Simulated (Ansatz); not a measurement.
Process, species as SMILES: OCl (OH-Cl) + H+ → [OH2+]Cl
B3LYP-D3(BJ)/def2-TZVP geometries, fixed; electronic energies without zero-point terms; positive where energy is released.

The proton affinity at CCSD(T) with Ansatz (a quantum-chemistry and plane-wave program), in kcal/mol, split into its Hartree-Fock and correlation parts. Cores are frozen. The proton sits at the site shown, which need not be the one that binds it best. No added dispersion term, no relativity. Functions are those of the species that has most.

| basis | X | functions | Hartree-Fock | CCSD(T) |
|---|---|---|---|---|
| cc-pV(D+d)Z | 2 | 47 | 163.20 | 166.31 |
| cc-pV(T+d)Z | 3 | 97 | 163.64 | 162.46 |
| cc-pV(Q+d)Z | 4 | 179 | 163.56 | 160.38 |
| cc-pV(5+d)Z | 5 | 301 | 163.44 | 159.42 |

Worked estimate of the basis-set limit from each neighbouring pair, with Hartree-Fock from the larger set and the correlation part extrapolated as X^-3.
Correlation parts: X = 2: 3.11, X = 3: -1.18, X = 4: -3.18, X = 5: -4.02.
- (2,3): (27·(-1.18) - 8·(3.11))/19 = -2.99; with Hartree-Fock 163.64 the estimate is 160.65 kcal/mol.
- (3,4): (64·(-3.18) - 27·(-1.18))/37 = -4.64; with Hartree-Fock 163.56 the estimate is 158.92 kcal/mol.
- (4,5): (125·(-4.02) - 64·(-3.18))/61 = -4.90; with Hartree-Fock 163.44 the estimate is 158.54 kcal/mol.
The last two estimates differ by 0.38 kcal/mol; the largest set lies 0.88 from the last. Over the last step Hartree-Fock moves by -0.12 and the correlation part by -0.84.
